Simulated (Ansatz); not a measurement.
# Dissociation curves of CH2FP (SMILES [H]/P=C/F)

CH2FP: 5 atoms, total charge 0, spin state singlet. SMILES: `[H]/P=C/F`. The coordinates come from a GFN2-xTB relaxation.

```
atom    x (Å)    y (Å)    z (Å)
   F  -0.4582  -1.5441   0.7059
   C  -0.2810  -0.3669   0.0905
   P   1.1581   0.4689   0.2459
   H  -1.1595  -0.0862  -0.4760
   H   0.7407   1.5283  -0.5663
```

The C2–H4 distance is scanned; the parts on either side stay rigid. Basis STO-3G, 7 core orbitals frozen in the correlated methods; program Ansatz 0.2.0. FCI is exact within this basis and core. Energies in eV from each method's value at 1.082 Å; methods without a U are spin-restricted. The shape above is that at 1.082 Å.

```tsv
distance (Å)	B3LYP	BHLYP	wB97X	B2PLYP	CCSD(T)	CCSDT	CCSDTQ	FCI
1.082	0.00	0.00	0.00	0.00	0.00	0.00	0.00	0.00
1.353	0.69	0.85	0.77	0.73	0.64	0.64	0.64	0.64
1.623	2.17	2.56	2.40	2.28	2.05	2.04	2.04	2.04
2.165	4.86	5.75	5.48	5.00	4.07	4.09	4.08	4.08
2.706	6.54	7.77	7.55	6.36	4.53	4.71	4.71	4.71
```

Departure from the FCI curve at its largest: B3LYP +1.82 eV at 2.71 Å; BHLYP +3.06 eV at 2.71 Å; wB97X +2.84 eV at 2.71 Å; B2PLYP +1.64 eV at 2.71 Å; CCSD(T) -0.19 eV at 2.71 Å; CCSDT within 0.005 eV; CCSDTQ within 0.005 eV. Restricted functionals keep the electrons paired too, and rise too high.
